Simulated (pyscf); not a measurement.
## Four-centre exchange: `[NH2][NH2]` + `[H][H]` -> `[NH2][NH2]` + `[H][H]`

Gas phase, singlet surface, charge 0. Bonds broken: N1–H3, H7–H8. Bonds formed: N1–H7, H3–H8. PySCF, gas phase, ωB97X-D3(BJ)/def2-SVP geometries.

Transition state (Å):

```xyz
8

N     -0.9336    -0.0973     0.2183
N      0.3281    -0.3526    -0.4021
H     -0.8231     0.6171     0.9853
H     -1.6891     0.0295    -0.4650
H      0.6671     0.5539    -0.7350
H      0.8689    -0.5385     0.4900
H     -1.0472    -0.8908     0.8967
H      0.2326    -0.3685     2.1164
```

One imaginary mode, 859i cm⁻¹; descent along it reached the two sides named.

```csv
bond,change,reactant side (Å),saddle,product side
N1–H3,breaks,1.021,1.054,2.477
H7–H8,breaks,0.765,1.843,3.9
N1–H7,forms,2.447,1.050,1.018
H3–H8,forms,3.6,1.834,0.765
```

Electronic energies relative to the separated reactants (kcal/mol):

```
level                   barrier  reaction energy  reverse barrier
----------------------  -------  ---------------  ---------------
ωB97X-D3(BJ)/def2-TZVP     60.9              0.0             60.9
PBE/def2-TZVP              54.4              0.0             54.4
r²SCAN/def2-TZVP           57.9              0.0             57.9
B3LYP-D3(BJ)/def2-TZVP     58.8              0.0             58.8
PBE0-D3(BJ)/def2-TZVP      56.6              0.0             56.6
M06-2X/def2-TZVP           62.5              0.0             62.5
ωB97M-D3(BJ)/def2-TZVP     58.6              0.0             58.6
HF/def2-TZVP               69.1              0.0             69.1
```

With ωB97M-D3(BJ)/def2-TZVP energies and thermal terms (ideal gas, 1 atm, RRHO with modes under 100 cm⁻¹ raised to 100, one conformer, R ln 2 for chiral ones without a mode under 150 cm⁻¹), in kcal/mol:

| T (K) | ΔH‡ | ΔG‡ | ΔH | ΔG |
|---|---|---|---|---|
| 298 | 59.8 | 67.7 | 0.0 | 0.0 |
| 600 | 58.7 | 76.3 | 0.0 | 0.0 |
| 900 | 58.3 | 85.2 | 0.0 | 0.0 |
| 1200 | 58.3 | 94.2 | 0.0 | 0.0 |

One saddle was located; it need not be the lowest between these sides.
